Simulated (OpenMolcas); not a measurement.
**BHF2 (SMILES FBF) at RGE2/ANO-L-VQZP (RICD fitting)**

What is the vertical ionisation energy of BHF2 at RGE2/ANO-L-VQZP (RICD fitting)? 

The results are computed with OpenMolcas 26.06.

### Step 1. The system as given

BHF2 has 4 atoms, charge 0, and is taken as a singlet. As SMILES, `FBF`. The coordinates come from a PBE0-D4/def2-TZVP relaxation.

Bond lengths: F1–B2 1.313 Å, B2–F3 1.313 Å, B2–H4 1.191 Å. Angles: F1–B2–F3 118.1°, F1–B2–H4 121.0°, F3–B2–H4 121.0°.

### Step 2. The energy at RGE2/ANO-L-VQZP (RICD fitting)

mol.xyz

```xyz
4

F      1.154300     0.456900    -0.361900
B     -0.001900    -0.031000     0.025200
F     -1.095400     0.528700    -0.438900
H     -0.057000    -0.954600     0.775600
```

job.inp

```
&GATEWAY
COORD = mol.xyz
BASIS = ANO-L-VQZP
GROUP = NoSym
RICD
&SEWARD
&SCF
KSDFT = RGE2
PRORBITALS = 0
```

Launch:

```
export MOLCAS_MEM=1860
pymolcas job.inp > job.log
```

Log, cut to the lines that bear on the results:

```text
--- Start Module: gateway ---
[...]
--- Stop Module: gateway /rc=_RC_ALL_IS_WELL_ ---
[...]
--- Start Module: seward ---
[...]
      Basis functions          161
--- Stop Module: seward /rc=_RC_ALL_IS_WELL_ ---
[...]
--- Start Module: scf ---
[...]
       Convergence after  13 Iterations
[...]
::    Total KS-DFT energy                            -224.5601669073
[...]
      Total spin, S                                     0.0000000000
[...]
      Total electronic charge=   24.000000
      Total            charge=   -0.000000
[...]
      Dipole Moment (debye):
      Origin of the operator (angstrom)=    0.0208    0.3483   -0.2830
                   X= -3.6310E-02               Y= -5.9866E-01               Z=  4.8645E-01           Total=  7.7224E-01
      Quadrupole Moment (debye*angstrom):
[...]
--- Stop Module: scf /rc=_RC_ALL_IS_WELL_ ---
[...]
```

It took 19 s on 1 thread of Arm Neoverse V1, shared host; peak memory 0.29 GiB.

### Step 3. The doublet cation

mol.xyz is that of step 2.

job.inp

```
>>> EXPORT MOLCAS_PRINT=2

&gateway
  coord
  mol.xyz
  basis
  ANO-L-VQZP
  group
  NoSym
  ricd

&seward

&scf
  uhf
  charge
  1
  spin
  2
  ksdft
  RGE2
  prorbitals
  0
```

Launch:

```
export MOLCAS_MEM=1860
pymolcas job.inp > job.log
```

Log, cut to the lines that bear on the results:

```text
--- Start Module: gateway ---
[...]
--- Stop Module: gateway /rc=_RC_ALL_IS_WELL_ ---
[...]
--- Start Module: seward ---
[...]
      Basis functions          161
--- Stop Module: seward /rc=_RC_ALL_IS_WELL_ ---
[...]
--- Start Module: scf ---
[...]
       Convergence after  22 Iterations
[...]
::    Total KS-DFT energy                            -224.0669504413
[...]
      Total spin, S                                     0.5010723540
[...]
      Total electronic charge=   23.000000
      Total            charge=    1.000000
[...]
      Dipole Moment (debye):
      Origin of the operator (angstrom)=    0.0208    0.3483   -0.2830
                   X= -1.5828E-01               Y= -2.6483E+00               Z=  2.1518E+00           Total=  3.4159E+00
      Center of Charge (angstrom)
[...]
--- Stop Module: scf /rc=_RC_ALL_IS_WELL_ ---
[...]
```

Run time: 37 s. Hardware: 1 thread of Arm Neoverse V1, shared host; peak memory 0.3 GiB.

### Step 4. Outcome

At RGE2/ANO-L-VQZP (RICD fitting):

```
                                          quantity          value
                        singlet BHF2: total energy  -224.56017 Eh
                       singlet BHF2: dipole moment         0.77 D
                         singlet BHF2: HOMO energy       -9.05 eV
                         singlet BHF2: LUMO energy       -1.40 eV
                       singlet BHF2: HOMO–LUMO gap        7.65 eV
                      doublet cation: total energy  -224.06695 Eh
doublet cation: HOMO energy (highest over α and β)      -18.66 eV
 doublet cation: LUMO energy (lowest over α and β)      -17.81 eV
                              doublet cation: ⟨S²⟩          0.752
vertical ionisation energy (to the doublet cation)      13.421 eV
```

What this shows: The vertical ionisation energy comes to 13.42 eV (1295 kJ/mol). −ε(HOMO) before ionisation, 9.05 eV, is 4.37 eV below this ionisation energy. Mulliken charges (singlet BHF2) run from -0.22 on F1 to +0.54 on H4; in a basis this large or diffuse they mean little. Mulliken charges (doublet cation) run from +0.06 on F1 to +0.74 on H4; in a basis this large or diffuse they mean little.
